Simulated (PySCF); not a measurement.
Isomers of C3H6O2S, one conformer each. Theory: core-valence-separated Tamm–Dancoff BHandHLYP/aug-pcX-1 (pcseg-1 on H, def2-SVPD on S) in PySCF, non-relativistic, gas phase, PBE0-D3(BJ)/def2-SVP geometry. The energies are unshifted.

P. `C1CCS1(=O)=O`
Q. `COC(=S)OC`
R. `O=S(C)(C=C)=O`

Main lines, eV (oscillator strength):
1. C K: 285.5 (0.090), 286.8 (0.051), 286.9 (0.052), 287.9 (0.038), 288.0 (0.035); O K: 532.7 (0.020), 532.9 (0.021), 534.8 (0.025), 535.0 (0.016), 535.4 (0.011)
2. C K: 282.1 (0.066), 282.9 (0.053), 285.8 (0.040), 286.5 (0.047), 286.8 (0.013); O K: 531.5 (0.023), 531.8 (0.021), 532.7 (0.019), 533.0 (0.020), 533.2 (0.025)
3. C K: 285.5 (0.111), 286.2 (0.012), 286.5 (0.021), 286.6 (0.031), 286.8 (0.046); O K: 532.1 (0.037), 532.2 (0.036), 532.6 (0.027), 532.8 (0.024), 533.0 (0.021)
Listed: the first five lines at most of each edge with a tenth or more of its strongest line's intensity; roots within 0.03 eV on the same or equivalent atoms are summed. Only the lowest roots were sought, and the top ones are left out.

Task: Which spectrum belongs to which isomer?

Result: 1 = Q, 2 = R, 3 = P.
- P: first C line listed at 285.5 eV, hole on the sp3 carbon bound to sulfur; first O line listed at 532.1 eV, hole on the sulfonyl oxygen.
- Q: first C line listed at 285.5 eV, hole on the thiocarbonyl carbon (1s→π*); first O line listed at 532.7 eV, hole on the oxygen bonded to 2 C.
- R: first C line listed at 282.1 eV, hole on the terminal =CH2 carbon (1s→π*); first O line listed at 531.5 eV, hole on the sulfonyl oxygen.

Task: What are the ground-state energies of the isomers at BHandHLYP/aug-pcX-1 (pcseg-1 on H, def2-SVPD on S), relative to the lowest?

Result: P 183.3, Q 0.0, R 199.8 kJ/mol (electronic energies on these geometries, no dispersion or zero-point terms).
